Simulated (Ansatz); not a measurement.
A nudged elastic band was laid between two geometries of CH$_{5}$OSi (8 atoms, charge -1, multiplicity 1).

All numbers below come from RKS PBE/def2-SVP in Ansatz.

| Quantity | Value |
| --- | --- |
| movable images | 5 |
| climbing image | yes |
| spring | 5.0 eV/Å² |
| optimiser | quadratic models (default) |
| start path | through a guess of the saddle point |
| force threshold | 0.05 eV/Å |
| iteration limit | 43 |
| end points | relaxed |

First end point:

```xyz
8
Properties=species:S:1:pos:R:3
C -0.558 0.786 -0.492
Si 0.980 -0.426 -0.175
O 0.190 -1.593 0.942
H -1.269 0.373 -1.245
H -0.206 1.768 -0.888
H -1.146 0.990 0.435
H 1.614 0.548 0.900
H 0.395 -2.445 0.522
```

Last end point:

```xyz
8
Properties=species:S:1:pos:R:3
C -0.522 0.681 -0.475
Si 1.168 -0.378 -0.373
O 0.479 -1.852 0.366
H -1.176 0.311 -1.299
H -0.321 1.759 -0.685
H -1.138 0.644 0.460
H 1.649 0.406 0.939
H -0.138 -1.571 1.069
```

(1) What changes between the two ends?

(2) What energy profile does the band end with?

(3) What is the geometry of the highest image?

(4) What are the harmonic wavenumbers there?

Answers

(1) No bond is made or broken. The dihedral H7–Si2–O3–H8 goes from -138 to 51°.

(2) The run converged. The highest image is number 4 of 0 to 6, 0.154 eV above the first end and 0.122 eV above the last; the last end lies 0.032 eV above the first. A vibrational analysis at the climbing image gives one clearly imaginary mode, 315i cm⁻¹: a first-order saddle point. Limits of this set-up: an anion without diffuse functions, the dipole of an ion depends on the origin.

| image | path coordinate (Å) | energy (eV) | dihedral H7–Si2–O3–H8 (°) |
| --- | --- | --- | --- |
| 0 | 0.00 | 0.000 | -138 |
| 1 | 0.31 | 0.013 | -115 |
| 2 | 0.62 | 0.058 | -89 |
| 3 | 0.93 | 0.122 | -62 |
| 4 | 1.24 | 0.154 | -35 |
| 5 | 1.82 | 0.075 | 17 |
| 6 | 2.41 | 0.032 | 51 |

(3) 
```xyz
8
Properties=species:S:1:pos:R:3
C -0.570 0.795 -0.537
Si 0.989 -0.419 -0.335
O 0.121 -1.808 0.427
H -1.214 0.483 -1.391
H -0.225 1.831 -0.764
H -1.222 0.837 0.367
H 1.481 0.301 1.009
H 0.639 -2.020 1.224
```

(4) 315i, 164, 214, 546, 562, 618, 671, 729, 846, 893, 1139, 1370, 1391, 1656, 2895, 2986, 2994, 3730 cm⁻¹.

Run time: 6.7 min on 1 CPU thread of a shared host.
